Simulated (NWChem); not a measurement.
# SiH2Cl (chlorosilyl radical): levels of theory compared

We compute a comparison of 5 runs (UHF/STO-3G, UHF/3-21G, UHF/def2-SVP, UHF/pcseg-1, UCCSD(T)/6-31G) of SiH2Cl (chlorosilyl radical). 

Program for the calculation: NWChem 7.3.0.

## Step 1: The structure to begin with

SiH2Cl: 4 atoms, total charge 0, spin state doublet. As SMILES, `[SiH2]Cl`. The coordinates come from a GFN2-xTB relaxation.

Bond lengths: Si1–Cl2 2.022 Å, Si1–H3 1.451 Å, Si1–H4 1.451 Å. Angles: Cl2–Si1–H3 110.3°, Cl2–Si1–H4 110.2°, H3–Si1–H4 114.9°.

## Step 2: Energy and forces at UHF/STO-3G (run 1)

run.py

```python
from ase import Atoms
from ase.calculators.nwchem import NWChem

atoms = Atoms('SiClHH', positions=[
    [-0.283580, 0.237700, 0.131590],
    [1.597690, -0.059610, 0.811090],
    [-1.065000, -0.978280, 0.263310],
    [-0.249110, 0.800200, -1.205980],
])

calc = NWChem(
    label='job',
    theory='scf',
    memory='2200 mb',
    basis='STO-3G',
    basispar='spherical bse',
    scf={'nopen': '1', 'uhf': None, 'thresh': '1e-08', 'maxiter': '80', 'print': 'low'},
)
atoms.calc = calc

forces = atoms.get_forces()
print(f"energy = {atoms.get_potential_energy():.6f} eV")
print("forces (eV/A):")
for s, f in zip(atoms.symbols, forces):
    print(f"{s:2s} {f[0]:10.5f} {f[1]:10.5f} {f[2]:10.5f}")
```

On the command line:

```console
$ export ASE_NWCHEM_COMMAND="nwchem PREFIX.nwi > PREFIX.nwo"
$ python run.py
```

Output:

```text
energy = -20172.902919 eV
forces (eV/A):
Si   -2.55377    0.78259   -0.48049
Cl    1.82584   -0.47925    0.43770
H     0.61146    0.37852   -0.41739
H     0.11647   -0.68186    0.46018
```

The calculator wrote job.nwi:

```
title "job"

permanent_dir job

scratch_dir job

start job

geometry units angstrom nocenter noautosym noautoz
  Si -2.8358000000000000e-01 2.3769999999999999e-01 1.3159000000000001e-01
  Cl 1.5976900000000001e+00 -5.9610000000000003e-02 8.1108999999999998e-01
  H  -1.0649999999999999e+00 -9.7828000000000004e-01 2.6330999999999999e-01
  H  -2.4911000000000000e-01 8.0020000000000002e-01 -1.2059800000000001e+00
end

memory 2200 mb

basis spherical bse noprint
   * library STO-3G
end

scf
  nopen 1
  uhf
  thresh 1e-08
  maxiter 80
  print low
end

task scf gradient
```

job.nwo:

```text
Northwest Computational Chemistry Package (NWChem) 7.3.0
             --------------------------------------------------------

           Job information
           ---------------

    nwchem branch   = 7.3.0
    use scalapack   = T
    input           = job.nwi
    prefix          = job.
    data base       = job/job.db
    status          = startup
    nproc           =        1

           Memory information
           ------------------

    heap     =     72089598 doubles =      550.0 Mbytes
    stack    =     72089595 doubles =      550.0 Mbytes
    global   =    144179200 doubles =     1100.0 Mbytes (distinct from heap & stack)
    total    =    288358393 doubles =     2200.0 Mbytes
    verify   = yes
    hardfail = no

           Directory information
           ---------------------

  0 permanent = job
  0 scratch   = job

                                NWChem Input Module
                                -------------------

                                        job
                                        ---

[... 24 lines left out ...]
            Nuclear Dipole moment (a.u.)
[... 47 lines left out ...]
  beta  electrons =    16
  charge          =   0.00
  wavefunction    = UHF
  input vectors   = atomic
  output vectors  = job/job.movecs
  use symmetry    = F
  symmetry adapt  = F

 Forming initial guess at       0.0s

 Starting SCF solution at       0.0s

       Final UHF  results
       ------------------

         Total SCF energy =   -741.340514619292
      One electron energy =  -1187.162128135170
      Two electron energy =    366.842919343445
 Nuclear repulsion energy =     78.978694172433

                       Sz =      0.5000
                 Sz(Sz+1) =      0.7500
                      S^2 =      0.7515

        Time for solution =      0.3s

                              NWChem Gradients Module
                              -----------------------

                         UHF ENERGY GRADIENTS

    atom               coordinates                        gradient
                 x          y          z           x          y          z
   1 Si     -0.535888   0.449188   0.248669    0.049663  -0.015219   0.009344
   2 Cl      3.019196  -0.112647   1.532738   -0.035507   0.009320  -0.008512
   3 H      -2.012558  -1.848681   0.497584   -0.011891  -0.007361   0.008117
   4 H      -0.470750   1.512159  -2.278972   -0.002265   0.013260  -0.008949

 Task  times  cpu:        0.4s     wall:        0.4s
 Total times  cpu:        0.4s     wall:        0.4s
```

It took 1.2 s on 1 thread of AMD EPYC 9R45 (Zen 5), shared host; peak memory 0.1 GiB.

## Step 3: Energy and forces at UHF/3-21G (run 2)

a.nw

```
start a
memory total 2200 mb
geometry units angstroms noautosym nocenter noautoz
Si      -0.283580       0.237700       0.131590
Cl       1.597690      -0.059610       0.811090
H       -1.065000      -0.978280       0.263310
H       -0.249110       0.800200      -1.205980
end
basis "ao basis" spherical bse
Si library 3-21G
Cl library 3-21G
H library 3-21G
end
scf
doublet
uhf
thresh 1e-08
maxiter 80
end
task scf gradient
```

On the command line:

```console
$ nwchem a.nw > a.out
```

Output:

```text
[...]
  functions       =    30
[...]
  wavefunction    = UHF
[...]
         Total SCF energy =   -745.839962717527
      One electron energy =  -1190.063876852967
      Two electron energy =    365.245219963006
 Nuclear repulsion energy =     78.978694172434
                       Sz =      0.5000
                 Sz(Sz+1) =      0.7500
                      S^2 =      0.7530
[...]
                         UHF ENERGY GRADIENTS
    atom               coordinates                        gradient
                 x          y          z           x          y          z
   1 Si     -0.535888   0.449188   0.248669    0.053916  -0.018625   0.007463
   2 Cl      3.019196  -0.112647   1.532738   -0.059178   0.010182  -0.020523
   3 H      -2.012558  -1.848681   0.497584    0.005265   0.010120   0.001661
   4 H      -0.470750   1.512159  -2.278972   -0.000003  -0.001677   0.011399
[...]
```

Wall time 0.98 s (1 thread of AMD EPYC 9R45 (Zen 5), shared host); peak memory 0.098 GiB.

Runs 3 to 4 aren't shown in full; the table further down has their settings and results.

## Step 4: A single-point energy at UCCSD(T)/6-31G (run 5)

mol.xyz

```xyz
4

Si    -0.283580     0.237700     0.131590
Cl     1.597690    -0.059610     0.811090
H     -1.065000    -0.978280     0.263310
H     -0.249110     0.800200    -1.205980
```

run.py

```python
from ase.io import read
from ase.calculators.nwchem import NWChem

atoms = read('mol.xyz')

calc = NWChem(
    label='mol',
    theory='tce',
    memory='2200 mb',
    basis='6-31G',
    basispar='spherical bse',
    scf={'nopen': '1', 'uhf': None, 'thresh': '1e-08', 'maxiter': '80', 'print': 'low'},
    tce={'scf': None, 'ccsd(t)': None, 'freeze': 'core 10', 'maxiter': '60'},
    task='energy',
)
atoms.calc = calc

print("Total energy (eV):", round(atoms.get_potential_energy(), 6))
```

On the command line:

```console
$ export ASE_NWCHEM_COMMAND="nwchem PREFIX.nwi > PREFIX.nwo"
$ python run.py
```

Output:

```text
Total energy (eV): -20397.420679
```

The calculator wrote mol.nwi:

```
title "mol"

permanent_dir mol

scratch_dir mol

start mol

geometry units angstrom nocenter noautosym noautoz
  Si -2.8358000000000000e-01 2.3769999999999999e-01 1.3159000000000001e-01
  Cl 1.5976900000000001e+00 -5.9610000000000003e-02 8.1108999999999998e-01
  H  -1.0649999999999999e+00 -9.7828000000000004e-01 2.6330999999999999e-01
  H  -2.4911000000000000e-01 8.0020000000000002e-01 -1.2059800000000001e+00
end

memory 2200 mb

basis spherical bse noprint
   * library 6-31G
end

scf
  nopen 1
  uhf
  thresh 1e-08
  maxiter 80
  print low
end
tce
  scf
  ccsd(t)
  freeze core 10
  maxiter 60
end

task tce energy
```

mol.nwo:

```text
Northwest Computational Chemistry Package (NWChem) 7.3.0
             --------------------------------------------------------

           Job information
           ---------------

    nwchem branch   = 7.3.0
    use scalapack   = T
    input           = mol.nwi
    prefix          = mol.
    data base       = mol/mol.db
    status          = startup
    nproc           =        1

           Memory information
           ------------------

    heap     =     72089596 doubles =      550.0 Mbytes
    stack    =     72089601 doubles =      550.0 Mbytes
    global   =    144179200 doubles =     1100.0 Mbytes (distinct from heap & stack)
    total    =    288358397 doubles =     2200.0 Mbytes
    verify   = yes
    hardfail = no

           Directory information
           ---------------------

  0 permanent = mol
  0 scratch   = mol

                                NWChem Input Module
                                -------------------

                                        mol
                                        ---

[... 24 lines left out ...]
            Nuclear Dipole moment (a.u.)
[... 59 lines left out ...]
       Final UHF  results
[... 2 lines left out ...]
         Total SCF energy =   -749.487838345365
      One electron energy =  -1194.113038642922
      Two electron energy =    365.646506125124
 Nuclear repulsion energy =     78.978694172433
[... 151 lines left out ...]
 Iterations converged
[... 1 line left out ...]
 CCSD total energy / hartree       =      -749.589728223246084
[... 1 line left out ...]
 Singles contributions

 Doubles contributions
 CCSD(T)
 Using plain CCSD(T) code
             total no. of tasks            4
 total no. of tasks / no. procs            4
                         wl_min       592704           9.2
                         wl_max       753571           9.5
        thresh for no. of tasks            4

 CCSD[T]  correction energy / hartree =        -0.001923464986169
 CCSD[T] correlation energy / hartree =        -0.103813342867352
 CCSD[T] total energy / hartree       =      -749.591651688232218
 CCSD(T)  correction energy / hartree =        -0.001661948776853
 CCSD(T) correlation energy / hartree =        -0.103551826658036
 CCSD(T) total energy / hartree       =      -749.591390172022898

 Task  times  cpu:        2.3s     wall:        2.3s
 Total times  cpu:        2.3s     wall:        2.3s
```

Wall time 3.3 s (1 thread of AMD EPYC 9R45 (Zen 5), shared host); peak memory 0.11 GiB.

## Step 5: All runs side by side

| run | level | task | module | energy (Eh) | ⟨S²⟩ | largest force (eV/Å) | wall time |
| --- | --- | --- | --- | --- | --- | --- | --- |
| 1 | UHF/STO-3G | gradient | scf | -741.340515 | 0.751 | 2.714 | 1.2 s |
| 2 | UHF/3-21G | gradient | scf | -745.839963 | 0.753 | 3.263 | 0.98 s |
| 3 | UHF/def2-SVP | gradient | scf | -749.359503 | 0.753 | 1.151 | 2 s |
| 4 | UHF/pcseg-1 | gradient | scf | -749.541432 | 0.753 | 1.187 | 3.3 s |
| 5 | UCCSD(T)/6-31G | energy | tce | -749.591390 | 0.753 | – | 3.3 s |

## Step 6: What came out

```
                                           quantity          value
                                run 5: total energy  -749.59139 Eh
run 5: correlation energy (10 core orbitals frozen)     -103.6 mEh
                              run 5: (T) correction      -1.66 mEh
           run 5: ⟨S²⟩ of the reference determinant          0.753
```

In words: Over runs 2, 3, 4 the dipole moment (its size) runs from 1.40 D (UHF/def2-SVP) to 2.66 D (UHF/3-21G). In run 1 the basis is minimal, so the values are rough. All runs together took 11 s, the longest 3.3 s.
